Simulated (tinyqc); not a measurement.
Inside a calculation. Method: UHF in the sto-3g basis, for LiH, spin multiplicity 3. This run ends on a higher stationary point, not on the lowest solution. One step of it, computed by the program tinyqc.

Task: Iteration 1: building the Fock matrix. J_ij = sum D_kl (ij|kl) with D = D(alpha) + D(beta), K_ij = sum D_kl (ik|jl) for each spin; F = H + J - K(s); E = tr D H + tr D J / 2 - 0.5 sum_s tr D(s) K(s) + E_nn.

D(alpha) at the start, order 1Li 1s, 1Li 2s, 1Li 2px, 1Li 2py, 1Li 2pz, 2H 1s:
$$\begin{pmatrix}
0.987927 & 0.009729 & 0.000000 & 0.000000 & -0.052241 & -0.060265 \\
0.009729 & 0.106050 & 0.000000 & 0.000000 & 0.182896 & 0.192554 \\
0.000000 & 0.000000 & 0.765547 & -0.423657 & 0.000000 & 0.000000 \\
0.000000 & 0.000000 & -0.423657 & 0.234453 & 0.000000 & 0.000000 \\
-0.052241 & 0.182896 & 0.000000 & 0.000000 & 0.320251 & 0.337531 \\
-0.060265 & 0.192554 & 0.000000 & 0.000000 & 0.337531 & 0.355771
\end{pmatrix}$$

D(beta) at the start, order 1Li 1s, 1Li 2s, 1Li 2px, 1Li 2py, 1Li 2pz, 2H 1s:
$$\begin{pmatrix}
0.979135 & 0.040028 & 0.000000 & 0.000000 & 0.000822 & -0.004338 \\
0.040028 & 0.001636 & 0.000000 & 0.000000 & 0.000034 & -0.000177 \\
0.000000 & 0.000000 & 0.000000 & 0.000000 & 0.000000 & 0.000000 \\
0.000000 & 0.000000 & 0.000000 & 0.000000 & 0.000000 & 0.000000 \\
0.000822 & 0.000034 & 0.000000 & 0.000000 & 0.000001 & -0.000004 \\
-0.004338 & -0.000177 & 0.000000 & 0.000000 & -0.000004 & 0.000019
\end{pmatrix}$$

core Hamiltonian H = T + V (hartree), order 1Li 1s, 1Li 2s, 1Li 2px, 1Li 2py, 1Li 2pz, 2H 1s:
$$\begin{pmatrix}
-4.599578 & -1.031236 & 0.000000 & 0.000000 & -0.005512 & -0.018981 \\
-1.031236 & -1.295916 & 0.000000 & 0.000000 & -0.063248 & -0.217828 \\
0.000000 & 0.000000 & -1.054296 & 0.000000 & 0.000000 & 0.000000 \\
0.000000 & 0.000000 & 0.000000 & -1.054296 & 0.000000 & 0.000000 \\
-0.005512 & -0.063248 & 0.000000 & 0.000000 & -1.097188 & -0.322357 \\
-0.018981 & -0.217828 & 0.000000 & 0.000000 & -0.322357 & -1.047030
\end{pmatrix}$$

Two-electron integrals (ij|kl) in chemists' order, unique and non-zero (hartree):
```
(11|11) 1.680395   (21|11) 0.265420   (21|21) 0.049941   (22|11) 0.397727
(22|21) 0.092860   (22|22) 0.290562   (31|31) 0.008981   (32|31) 0.013788
(32|32) 0.064184   (33|11) 0.396640   (33|21) 0.092880   (33|22) 0.290497
(33|33) 0.312946   (41|41) 0.008981   (42|41) 0.013788   (42|42) 0.064184
(43|43) 0.016869   (44|11) 0.396640   (44|21) 0.092880   (44|22) 0.290497
(44|33) 0.279207   (44|44) 0.312946   (51|51) 0.008981   (52|51) 0.013788
(52|52) 0.064184   (53|53) 0.016869   (54|54) 0.016869   (55|11) 0.396640
(55|21) 0.092880   (55|22) 0.290497   (55|33) 0.279207   (55|44) 0.279207
(55|55) 0.312946   (61|11) 0.004223   (61|21) 0.000820   (61|22) 0.001624
(61|33) 0.001597   (61|44) 0.001597   (61|51) 0.000130   (61|52) 0.000264
(61|55) 0.001680   (61|61) 0.000016   (62|11) 0.039194   (62|21) 0.009402
(62|22) 0.035600   (62|33) 0.033450   (62|44) 0.033450   (62|51) 0.001313
(62|52) 0.011270   (62|55) 0.039860   (62|61) 0.000200   (62|62) 0.011116
(63|31) 0.000358   (63|32) 0.002373   (63|53) 0.001237   (63|63) 0.000407
(64|41) 0.000358   (64|42) 0.002373   (64|54) 0.001237   (64|64) 0.000407
(65|11) 0.058120   (65|21) 0.013975   (65|22) 0.053605   (65|33) 0.050084
(65|44) 0.050084   (65|51) 0.002024   (65|52) 0.017582   (65|55) 0.060584
(65|61) 0.000301   (65|62) 0.017494   (65|65) 0.027587   (66|11) 0.193481
(66|21) 0.046654   (66|22) 0.189970   (66|33) 0.176635   (66|44) 0.176635
(66|51) 0.005509   (66|52) 0.061273   (66|55) 0.216318   (66|61) 0.000975
(66|62) 0.082058   (66|65) 0.130933   (66|66) 0.774606
```

nuclear repulsion = 0.58045032 hartree

Give: Coulomb J; exchange K(alpha); exchange K(beta); F(alpha); F(beta); total energy of this density.

Result:

Coulomb J (hartree), order 1Li 1s, 1Li 2s, 1Li 2px, 1Li 2py, 1Li 2pz, 2H 1s:
$$\begin{pmatrix}
4.021 & 0.689 & 0.000 & 0.000 & 0.008 & 0.011 \\
0.689 & 1.324 & 0.000 & 0.000 & 0.060 & 0.177 \\
0.000 & 0.000 & 1.325 & -0.014 & 0.000 & 0.000 \\
0.000 & 0.000 & -0.014 & 1.307 & 0.000 & 0.000 \\
0.008 & 0.060 & 0.000 & 0.000 & 1.333 & 0.269 \\
0.011 & 0.177 & 0.000 & 0.000 & 0.269 & 1.069
\end{pmatrix}$$

exchange K(alpha) (hartree), order 1Li 1s, 1Li 2s, 1Li 2px, 1Li 2py, 1Li 2pz, 2H 1s:
$$\begin{pmatrix}
1.682 & 0.295 & 0.000 & 0.000 & -0.001 & 0.006 \\
0.295 & 0.191 & 0.000 & 0.000 & 0.096 & 0.115 \\
0.000 & 0.000 & 0.267 & -0.125 & 0.000 & 0.000 \\
0.000 & 0.000 & -0.125 & 0.109 & 0.000 & 0.000 \\
-0.001 & 0.096 & 0.000 & 0.000 & 0.190 & 0.176 \\
0.006 & 0.115 & 0.000 & 0.000 & 0.176 & 0.412
\end{pmatrix}$$

exchange K(beta) (hartree), order 1Li 1s, 1Li 2s, 1Li 2px, 1Li 2py, 1Li 2pz, 2H 1s:
$$\begin{pmatrix}
1.667 & 0.278 & 0.000 & 0.000 & 0.000 & 0.005 \\
0.278 & 0.057 & 0.000 & 0.000 & 0.000 & 0.001 \\
0.000 & 0.000 & 0.010 & 0.000 & 0.000 & 0.000 \\
0.000 & 0.000 & 0.000 & 0.010 & 0.000 & 0.000 \\
0.000 & 0.000 & 0.000 & 0.000 & 0.010 & 0.000 \\
0.005 & 0.001 & 0.000 & 0.000 & 0.000 & 0.000
\end{pmatrix}$$

F(alpha) (hartree), order 1Li 1s, 1Li 2s, 1Li 2px, 1Li 2py, 1Li 2pz, 2H 1s:
$$\begin{pmatrix}
-2.261 & -0.637 & 0.000 & 0.000 & 0.004 & -0.014 \\
-0.637 & -0.163 & 0.000 & 0.000 & -0.100 & -0.156 \\
0.000 & 0.000 & 0.003 & 0.111 & 0.000 & 0.000 \\
0.000 & 0.000 & 0.111 & 0.143 & 0.000 & 0.000 \\
0.004 & -0.100 & 0.000 & 0.000 & 0.046 & -0.229 \\
-0.014 & -0.156 & 0.000 & 0.000 & -0.229 & -0.390
\end{pmatrix}$$

F(beta) (hartree), order 1Li 1s, 1Li 2s, 1Li 2px, 1Li 2py, 1Li 2pz, 2H 1s:
$$\begin{pmatrix}
-2.245 & -0.620 & 0.000 & 0.000 & 0.002 & -0.013 \\
-0.620 & -0.029 & 0.000 & 0.000 & -0.003 & -0.042 \\
0.000 & 0.000 & 0.260 & -0.014 & 0.000 & 0.000 \\
0.000 & 0.000 & -0.014 & 0.242 & 0.000 & 0.000 \\
0.002 & -0.003 & 0.000 & 0.000 & 0.226 & -0.053 \\
-0.013 & -0.042 & 0.000 & 0.000 & -0.053 & 0.022
\end{pmatrix}$$

total energy of this density = -7.58614 hartree
